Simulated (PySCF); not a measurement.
## Reading a saddle point

A first-order saddle point of CH₅BO, singlet, PBE0-D4/def2-TZVP, with one imaginary mode of 1558i cm⁻¹:

B1  (-0.802, -0.263, -0.630)
C2  (0.524, 0.342, 0.445)
O3  (-0.689, -1.529, -0.806)
H4  (0.223, -0.874, -0.017)
H5  (-1.513, 0.645, -0.953)
H6  (1.345, -0.213, 0.922)
H7  (0.974, 1.093, -0.204)
H8  (-0.063, 0.799, 1.241)
(Å)

PySCF 2.14 with density fitting (its default auxiliary sets; JK sets also for MP2 and CCSD(T)); basis: def2-TZVPP and def2-QZVPP; cores frozen in the correlated methods. Extrapolation: Hartree–Fock as exp(−7.88 √X), correlation as X^−2.97.

(1) Which contacts change along the imaginary mode, and what lies on either side? (Judge from chemistry; the calculation decides.)

(2) Which side is lower, and how far does the saddle lie above each? (Judge from chemistry; the value comes from the calculation.)

T1 diagnostic: at most 0.017.

Results:

(1) By the calculation: The step is CH₅BO ([CH3][BH][OH]) → BHO ([BH][O]) + CH₄, with the molecules in contact on both sides. Shortening one way: C2–H4; lengthening the same way: B1–C2, O3–H4.
```tsv
pair	one side (Å)	saddle (Å)	other side (Å)
C2–H4	2.63	1.34	1.09
B1–C2	1.57	1.81	3.47
O3–H4	0.96	1.37	3.07
```

(2) Computed: The side with B1–C2, O3–H4 short is lower by 10.26 kcal/mol; the saddle lies 63.25 kcal/mol above it and 53.00 kcal/mol above the other (CCSD(T) at an estimated basis limit (MP2 extrapolated from triple and quadruple zeta, plus CCSD(T) − MP2 in triple zeta); electronic energies).

Labels in which every atom is bracketed show which atoms are joined, not bond orders.

For scale, one of the runs: CCSD(T)/def2-TZVPP, 163 basis functions, launched by `OMP_NUM_THREADS=4 python run.py`. Time: 3.4 min of wall clock on 4 CPU threads of an Arm Neoverse V1; the host was shared. Peak host memory: 1.2 GiB.
